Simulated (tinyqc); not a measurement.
Stretching all distances: RHF, UHF, MP2, CISD and CCSD against full CI in the sto-6g basis, for HF, spin multiplicity 1. Computed by the program tinyqc with PySCF. All coordinates are multiplied by the scale. c0^2 is the weight of the RHF determinant in the lowest singlet FCI state (UHF is spin-contaminated and may lie near states of higher spin) and n(LUMO) the first natural occupation beyond the occupied space.

Geometry (angstrom):

| atom | x | y | z |
|---|---|---|---|
| F | 0.0000 | 0.0000 | 0.0000 |
| H | 0.0000 | 0.0000 | 0.8920 |

Full CI energy (hartree) and errors against it (kcal/mol):

| scale | distance 1-2 (angstrom) | E(FCI) | RHF | UHF | MP2 | CISD | CCSD | <S^2> UHF | c0^2 | n(LUMO) |
|---|---|---|---|---|---|---|---|---|---|---|
| 0.9700 | 0.8652 | -99.512071 | 13.9741 | 13.9741 | 4.3978 | 0.0000 | 0.0000 | 0.0000 | 0.9881 | 0.0235 |
| 1.2000 | 1.0704 | -99.527787 | 24.9806 | 24.9806 | 9.2804 | 0.0000 | 0.0000 | 0.0000 | 0.9699 | 0.0592 |
| 1.4200 | 1.2666 | -99.494210 | 40.6013 | 37.7556 | 16.8154 | 0.0000 | 0.0000 | 0.2544 | 0.9355 | 0.1269 |
| 1.6500 | 1.4718 | -99.453379 | 62.6387 | 30.8647 | 27.6697 | 0.0000 | 0.0000 | 0.6834 | 0.8766 | 0.2436 |
| 1.8800 | 1.6770 | -99.422127 | 89.2522 | 18.4981 | 39.9437 | 0.0000 | 0.0000 | 0.8638 | 0.7989 | 0.3981 |
| 2.1000 | 1.8732 | -99.403618 | 116.1539 | 9.7851 | 50.0150 | 0.0000 | 0.0000 | 0.9394 | 0.7217 | 0.5521 |
| 2.3300 | 2.0784 | -99.393242 | 142.4864 | 4.5979 | 55.6436 | 0.0000 | 0.0000 | 0.9742 | 0.6525 | 0.6901 |

What does the comparison show, and why?

UHF parts from RHF first at scale 1.42 of those listed, where <S^2> leaves zero. The weight c0^2 goes from 0.99 to 0.65 and n(LUMO) from 0.02 to 0.69: static correlation grows as the bonds break into open-shell fragments. The spread of the error along the curve, which distorts its shape, is CISD 0.0, CCSD 0.0, UHF 33.2, MP2 51.2, RHF 128.5 kcal/mol. With one virtual orbital CISD and CCSD are exact.
